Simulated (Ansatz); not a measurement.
Which method gave which barrier?

Saddle point of CH8Si2, singlet (Si₂H₄ ([SiH][SiH3]) + CH₄ → CH₈Si₂ ([CH3][SiH2][SiH3]); bonds formed: Si1–H3, Si1–C4; bonds broken: H3–C4), PBE0-D4/def2-TZVP structure:

```
11
angstrom
Si -1.1019 0.3161 0.7052
Si 1.2390 0.8579 0.8361
H 0.0354 -0.0892 -0.3651
C -0.9481 -1.1727 -0.7590
H -1.3828 1.4273 -0.2912
H 1.1989 2.1641 1.5481
H 2.0808 1.0576 -0.3829
H 1.9294 -0.1568 1.6766
H -0.6694 -2.0854 -0.2354
H -2.0014 -1.2088 -1.0396
H -0.3801 -1.1101 -1.6927
```

Computed with Ansatz 0.2.0 (basis: def2-TZVPP, with def2-QZVPP for the basis limit); correlated methods freeze the cores. Extrapolation: Hartree–Fock as exp(−7.88 √X), correlation as X^−2.97. Four methods, as single points on the PBE0-D4 structures, gave these electronic barriers from the start structure: 0.577, 0.689, 1.075, 1.536 eV.

The methods were, in alphabetical order, BHLYP-D4, HF, PBE-D4, PBE0-D4. Which gave which? (A judgement: the text doesn't fix the answer.)

The calculation gives: PBE-D4 0.577; PBE0-D4 0.689; BHLYP-D4 1.075; HF 1.536 eV. For comparison, CCSD(T) at an estimated basis limit (MP2 extrapolated from triple and quadruple zeta, plus CCSD(T) − MP2 in triple zeta) gives 0.867 eV.

The T1 diagnostic stays at or below 0.014. The restricted Hartree–Fock reference is unstable towards an unrestricted one at one or more of these structures. The start structure is not quite a true minimum (one mode of 38i cm⁻¹).

Losses and insertions of silylenes and their heavier kin drive the gas-phase chemistry of silicon and germanium vapour deposition.

Labels in which every atom is bracketed show which atoms are joined, not bond orders.

For scale, one of the runs: CCSD(T)/def2-TZVPP, 227 basis functions, launched by `ansatz run in.yaml --threads 4 --pin off --events-out ev --progress --plain --max-ram 9574MiB`. Hardware: 4 CPU threads of an Arm Neoverse V2, shared host. Wall time 29 s; peak host memory 3.5 GiB.
